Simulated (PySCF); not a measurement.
## Core-level binding energies of hydrogen isocyanide

Hydrogen isocyanide, CHN.
Numbering: `[C-:1]#[NH+:2]`

Geometry (PBE0-D3(BJ)/def2-SVP, Å), atoms numbered from 1 in this order:
```
atom  x, y, z in Å
C1     0.831    0.792   -0.160
N2    -0.048    0.035    0.001
H3    -0.800   -0.615    0.139
```

The calculation used delta-SCF UKS SCAN, pcX-2 on the ionised atom, pcseg-1 elsewhere, spin-free X2C (PySCF). Binding energies are ΔSCF values: E(core-ionised, relaxed orbitals) − E(ground state) at a fixed geometry, referred to the vacuum level.

Task: Give the core binding energies atom by atom.

Result: 
| atom(s) | bonded to | level | binding energy (eV) | count |
| --- | --- | --- | --- | --- |
| N2 | C (triple bond) and H | N 1s | 407.17 | 1 |
| C1 | N (triple bond) | C 1s | 293.61 | 1 |

Task: Which effective nuclear charge Zeff reproduces each element's mean 1s value in the hydrogen-like formula E = 13.606 eV × Zeff²?

Result: C (Z = 6): mean 293.6 eV, Zeff = 4.65, Z − Zeff = 1.35; N (Z = 7): mean 407.2 eV, Zeff = 5.47, Z − Zeff = 1.53. Means run over the listed sites, weighted by atom count.

Task: What is the longest wavelength that can ionise C 1s of C1 vertically?

Result: λ = hc/E = 12398.42 eV Å / 293.61 eV = 42.228 Å.

Spin contamination (⟨S²⟩ against 0.75 for a pure doublet) is marked for C 1s of C1 (0.88), which makes this value less certain. Isolated species at its PBE0-D3(BJ)/def2-SVP geometry, gas phase.
